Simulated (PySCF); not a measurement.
**Li2O: bend–stretch map**

Method: PBE0 in PySCF with O def2-TZVP, Li def2-TZVP; no relativity; density-fitted integrals.

Rigid scan from the singlet minimum (O–Li 1.605 Å (×2); Li–O–Li 180.0°). Coordinate: rows scale both bonds, columns set the Li–O–Li angle. Energies in kJ/mol from the minimum.

Rows run from the largest first scale (top) to the smallest, columns from the smallest angle to the largest. Lower edges of the bins (kJ/mol): '0' 0.00, '1' 0.67, '2' 1.73, '3' 3.40, '4' 6.06, '5' 10.27, '6' 16.94, '7' 27.52, '8' 44.28, '9' 70.85; top 113.
```
9887777
9876555
9865433
9865310
9875433
9887666
```

Q: Give the energies on the grid of the scan.

A: 
| scale \ angle | 90 | 105 | 120 | 135 | 150 | 165 | 180 |
| --- | --- | --- | --- | --- | --- | --- | --- |
| 0.94 | 113 | 69 | 45 | 31 | 23 | 19 | 18 |
| 0.97 | 93 | 52 | 30 | 17 | 9 | 5 | 4 |
| 1.00 | 82 | 45 | 24 | 12 | 5 | 1 | 0 |
| 1.03 | 79 | 44 | 25 | 14 | 8 | 5 | 3 |
| 1.06 | 82 | 50 | 32 | 23 | 17 | 14 | 13 |
| 1.10 | 93 | 64 | 49 | 41 | 36 | 34 | 33 |

The bond scale of lowest energy on the grid is 1.03 at 90°, 1.03 at 105°, 1.00 at 120°, 1.00 at 135°, 1.00 at 150°, 1.00 at 165°, 1.00 at 180°.

Other isomers or separated fragments may lie lower.

The scan took of the order of 2 core-minutes on a shared host.
